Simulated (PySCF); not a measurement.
Reaction (SMILES): ClCl (Cl2) + [H][H] (H2) → 2 Cl (HCl)
B3LYP-D3(BJ)/def2-TZVP geometries, fixed; electronic energies without zero-point terms.

How fast the energy of full hydrogenation converges with the basis for several methods (PySCF): deviation from each method's own reference, in kcal/mol. References: HF -51.15 kcal/mol, the value in pcseg-4; M06-2X -43.52 kcal/mol, the value in pcseg-4; PBE -42.48 kcal/mol, the value in pcseg-4. All functions are spherical. Density fitting with generated auxiliary sets. In sets without p functions on hydrogen, species with hydrogen take exact integrals. No added dispersion term, no relativity. 

```csv
basis,functions,HF,M06-2X,PBE
3-21G,26,-3.01,-2.89,-3.24
6-31G**,36,-4.75,-2.91,-2.80
6-31G*,36,0.38,1.07,2.11
def2-SVP,36,-4.59,-2.96,-2.61
def2-TZVP,74,0.24,0.74,1.33
pcseg-3,128,-0.15,-0.13,-0.14
def2-QZVPPD,158,-0.18,-0.21,-0.21
aug-cc-pV(Q+d)Z,178,-0.21,-0.06,-0.24
```
